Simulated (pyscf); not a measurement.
This saddle point was located with ωB97X-D3(BJ)/def2-SVP in PySCF.

```xyz
7

Cl    -0.2612     1.5111    -1.6442
Sn     0.0568    -0.2462    -0.1405
Cl     2.0601     0.5707     1.2248
Cl     1.0184    -1.8926    -1.4876
H     -0.4657    -0.3517     1.7263
F     -0.0118    -0.1268     2.7997
H      0.9348     0.2070     2.3824
```
Charge 0, spin multiplicity 1.

Surface: singlet, charge 0. Lowest wavenumbers (cm⁻¹): 1340i, 52, 86, 105, 128.

Task: Name the species on either side of this saddle.

Result: Cl–SnH(Cl)–Cl + hydrogen fluoride (HF) ⇌ Cl–Sn:–Cl [singlet] + hydrogen chloride (HCl) + hydrogen fluoride (HF), a multi-bond step read from left to right: Cl–Sn, H–Sn, F–H broken and Cl–H, F–H formed. At ωB97M-D3(BJ)/def2-TZVP it lies +25.6 kcal/mol from the left side and +16.5 kcal/mol from the right (each side as separated species at their lowest minima found). On the reactant side the descent ends in a complex, 5.4 kcal/mol under the separated species and 33.0 kcal/mol under the saddle at ωB97X-D3(BJ)/def2-TZVP. On the product side the descent ends in a bound adduct, 10.4 kcal/mol under the separated species and 22.6 kcal/mol under the saddle at ωB97X-D3(BJ)/def2-TZVP. The same reactants have a lower exit, to HCl + F–SnH(Cl)–Cl (barrier +17.2 kcal/mol at ωB97M-D3(BJ)/def2-TZVP, against +25.6 kcal/mol here). One saddle was located; it need not be the lowest between these sides. Elements past Kr carry the def2 core potentials, without spin-orbit coupling.
